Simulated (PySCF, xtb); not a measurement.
**A geometry optimisation of CH4AlO with r2SCAN-D4/def2-SVP**

The starting geometry of this gas-phase doublet was built from a drawn formula by distance geometry and a force field; its bonds are those of `[O][CH2][AlH2]`.

```xyz
7

C    -1.2967   -0.9332   -0.9102
Al   -1.3299    0.9035   -0.1281
O    -1.1025   -1.8904    0.1294
H    -2.2965   -1.1386   -1.4470
H    -0.4960   -0.9875   -1.6783
H    -0.2709    1.9776   -0.6088
H    -2.4022    1.2752    0.9567
```

Question: Predict what becomes of its bonds when it is optimised with r2SCAN-D4/def2-SVP.

Answer: A new bond forms, giving a structure given below by its coordinates. Distances that change by over a tenth: C1–Al2 (2.00 → 2.25 Å). Contacts that close: Al2–O3 (2.81 → 1.79 Å).

The energy falls by 1.61 eV over 23 steps:

```tsv
step	E − E(last) (eV)
1	1.613
3	1.189
6	0.575
8	0.033
11	0.001
13	0.001
16	0.000
18	0.000
21	0.000
23	0.000
```

Final geometry (Å):

| atom | x (Å) | y (Å) | z (Å) |
| --- | --- | --- | --- |
| C | -1.3681 | -0.9810 | -1.2039 |
| Al | -1.2755 | 0.9187 | -0.0038 |
| O | -0.8857 | -0.8285 | 0.0381 |
| H | -2.3813 | -1.3975 | -1.3344 |
| H | -0.6576 | -1.0719 | -2.0426 |
| H | -0.1046 | 1.8909 | -0.4274 |
| H | -2.6785 | 1.3429 | 0.5858 |

From the same start GFN2-xTB reaches the same bonding as this run.

The end wasn't checked by frequencies. Open shells are spin-unrestricted. Run with PySCF 2.14.0, 110 s on 2 threads of Intel(R) Xeon(R) 6975P-C (Granite Rapids), with other jobs on the host.
